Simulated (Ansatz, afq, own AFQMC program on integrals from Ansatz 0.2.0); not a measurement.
Two steps: Ansatz 0.2.0 writes the Fock matrix and Cholesky factors of the valence space, and afq projects on them the lowest state that overlaps trial and start.

```yaml
crystal:
  periodic: [false, false, false]
  atoms:
    - {symbol: In, position_ang: [0.000000, -0.036922, 0.001087]}
    - {symbol: H, position_ang: [0.000000, 4.584441, -0.134475]}
    - {symbol: H, position_ang: [0.000000, -0.283530, -3.268245]}
    - {symbol: H, position_ang: [0.000000, -0.094980, 3.278946]}
basis:
  gaussian: {orbitals: def2-SVP}
total_charge: 1
magnetization: {spin_polarized: true, initial_magnetization: 1}
correlation: {method: ccsd_t, electrons: outside_noble_gas, hamiltonian_folder: ham}
```

```sh
$ ansatz run in.yaml --threads 1 --pin off --events-out ev --progress --plain --max-ram 16896MiB --backend cuda --devices 0, --max-vram 18GiB
```

Options of the walk:

```
--method phaseless --trial hf --walkers 4000 --populations 20 --least-time 40 --time-step 0.005 --steps-per-block 20 --equilibration-blocks 160 --max-blocks 4000 --target-error 0.00135 --factor-cut 1e-05 --start spin_pure --seed 9921 --taylor-order 6
```

Times are imaginary, in 1/Eh. The walk had a cap of 49 s. With eight or more populations the least sampling time is a fifth of least-time, and the error comes from their spread. Filled inner d shells are frozen with the cores. Core potentials past Kr, no spin–orbit coupling.

afq prints:

```
orbitals 32  electrons 3 2  factors 191 of 492
reference energy -190.51338609 Eh
CCSD correlation -0.03181130 Eh in 16 cycles, weight of the determinant in the CISD state 0.9477
energy of the start -190.513562 Eh
 block  time / (1/Eh)  mean weight  energy / Eh
     1     0.100  1.0001  -190.516150
     2     0.200  0.9999  -190.518473
     3     0.300  1.0001  -190.520558
     4     0.400  1.0002  -190.522332
     5     0.500  1.0000  -190.524080
     7     0.700  1.0001  -190.527082
     9     0.900  1.0000  -190.529852
    13     1.300  1.0001  -190.534088
    25     2.500  1.0001  -190.540541
    37     3.700  0.9999  -190.543045
    49     4.900  1.0000  -190.544053
    61     6.100  1.0000  -190.544391
    73     7.300  1.0000  -190.546049
    85     8.500  1.0000  -190.545931
    97     9.700  1.0001  -190.545806
   109    10.900  1.0000  -190.545943
   121    12.100  0.9999  -190.546353
   133    13.300  1.0000  -190.545344
   139    13.900  0.9999  -190.547650
   145    14.500  0.9998  -190.546549
   157    15.700  1.0000  -190.546910
   169    16.900  0.9999  -190.545976
   181    18.100  1.0001  -190.544626
   193    19.300  1.0001  -190.546308
   205    20.500  0.9999  -190.545680
   217    21.700  0.9995  -190.545642
   229    22.900  1.0000  -190.545451
   235    23.500  0.9999  -190.544206
error from the spread of 20 populations
energy -190.545556 +/- 0.000385 Eh
(rows thinned)
```

The run passed its tests (sampling time, drift between the halves within three errors, error under three times the target), which doesn't prove that it has relaxed.

Against this walk (error 10.5 meV) on the same determinant: CCSD(T) 8.6 meV higher (within the noise), CCSDT(Q) 4.7 meV higher (within the noise), CCSDTQ 4.4 meV higher (within the noise), full CI 4.4 meV higher (within the noise), a separate phaseless walk with a CISD trial and standard settings 4.8 ± 10.5 meV higher (within the noise). The error is statistical and leaves out the bias of the constraint. The determinant has ⟨S²⟩ = 1.75, so the low cluster orders mix in higher spin, while the walk starts as a pure doublet. The determinant is a poor start (see the cautions), so the low cluster orders aren't to be relied on, and full CI is the sure value.

Cautions: constraint bias not in the error; no spin-orbit coupling; inner d shell frozen; unrestricted determinant spin contaminated (⟨S²⟩ 1.75 against 0.75); the next higher spin lies close (full CI puts it 7 meV above).

The walk took 16 s on 1 × NVIDIA H100 80GB HBM3 with 2 threads of AMD EPYC 7R13 Processor (Zen 3), with other jobs on the host (the card was shared). The log's last line is the phaseless energy.

CCSDT and higher add their correlation energy to the determinant of the CCSD(T) run, since their own runs factorise the integrals more tightly (a shift of under 2 meV). A walk keeps the symmetry of its determinant, which the program's search chose and which needn't be the lowest solution, so a lower state of the same spin and another symmetry isn't excluded.
